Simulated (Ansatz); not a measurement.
# BSiH₂ (quartet): wave-function methods side by side, cc-pVTZ

How much of the correlation energy of BSiH₂ (quartet) does each wave-function method recover here?

The runs use Ansatz 0.2.0, Gaussian basis; cc-pVTZ, core rule «outside noble gas», up to 6 orbitals frozen.

The runs, in order: UHF; CCSD(T) on ROHF; CCSD(T) on UHF; BCCD(T) on ROHF; CCSDT(Q) on ROHF; CCSDT(Q) on UHF; CASSCF and MRCISD+Q, 9 electrons in 10 orbitals; CASSCF and NEVPT2, 9 electrons in 10 orbitals.

5 further runs of the same task are left out: 2 for a known fault of the program, 3 set aside as unsound or not needed.

### 1 The system

The geometry is a PBE0/def2-TZVP stationary point (not a proven minimum) of the parent state, kept for this charge and spin.

4 atoms, charge 0, spin multiplicity 4.

Atoms are counted from 1 here; the program's logs count them from 0.

Bond lengths: Si1–B2 1.925 Å, B2–H3 1.203 Å, B2–H4 1.203 Å. Angles: Si1–B2–H3 121.5°, Si1–B2–H4 121.5°, H3–B2–H4 117.1°.

### 2 UHF

in.yaml reads:

```yaml
crystal:
  periodic: [false, false, false]
  atoms:
    - {symbol: Si, position_ang: [0.000000, 0.000000, 0.634524]}
    - {symbol: B, position_ang: [0.000000, 0.000000, -1.290679]}
    - {symbol: H, position_ang: [0.000000, -1.025810, -1.918468]}
    - {symbol: H, position_ang: [0.000000, 1.025810, -1.918468]}
basis:
  gaussian: {orbitals: cc-pVTZ}
magnetization: {spin_polarized: true, initial_magnetization: 3}
hamiltonian: {xc: hf}
output: {orbitals: {seedname: orbitals}}
```

The run is started by

```
> ansatz run in.yaml --threads 1 --pin off --events-out ev --progress --plain --max-ram 2816MiB --backend cpu
```

The runs that follow: CCSD(T) on ROHF; CCSD(T) on UHF; BCCD(T) on ROHF; CCSDT(Q) on ROHF; CCSDT(Q) on UHF; CASSCF and MRCISD+Q, 9 electrons in 10 orbitals; CASSCF and NEVPT2, 9 electrons in 10 orbitals.

Before running them: what should the planned runs give, taken together? Wanted: UCCSDT(Q) below the RHF energy; RMP2 from UCCSDT(Q); UMP2 from UCCSDT(Q); RCCSD from UCCSDT(Q); RCCSD(T) from UCCSDT(Q); UCCSD(T) from UCCSDT(Q); RCCSDT(Q) from UCCSDT(Q); NEVPT2 valence from UCCSDT(Q); MRCISD+Q valence from UCCSDT(Q).

The runs gave:

```
                         quantity                      value
   UCCSDT(Q) below the RHF energy                 -5.6487 eV
              RMP2 from UCCSDT(Q)                +1164.4 meV
              UMP2 from UCCSDT(Q)                +1159.4 meV
             RCCSD from UCCSDT(Q)                 +297.8 meV
          RCCSD(T) from UCCSDT(Q)                  +59.0 meV
          UCCSD(T) from UCCSDT(Q)                  +57.1 meV
         RCCSDT(Q) from UCCSDT(Q)                   +2.3 meV
    NEVPT2 valence from UCCSDT(Q)                +1043.5 meV
  MRCISD+Q valence from UCCSDT(Q)                  +74.9 meV
levels within 1 kcal/mol (43 meV)  RCCSDT, UCCSDT, RCCSDT(Q)
                    T1 diagnostic                      0.042
   effectively unpaired electrons                       3.02
```

RCCSD(T) misses by +59.0 meV, 1.0 % of the correlation energy. The occupations are near whole numbers, but T1 = 0.042 shows that the orbitals relax strongly. Of the multireference levels listed MRCISD+Q valence comes nearest in total energy (+74.9 meV), which doesn't show that its space is the better one. These misses are within one basis, not against nature; the frozen cores of restricted and unrestricted runs differ, which can shift their rows.
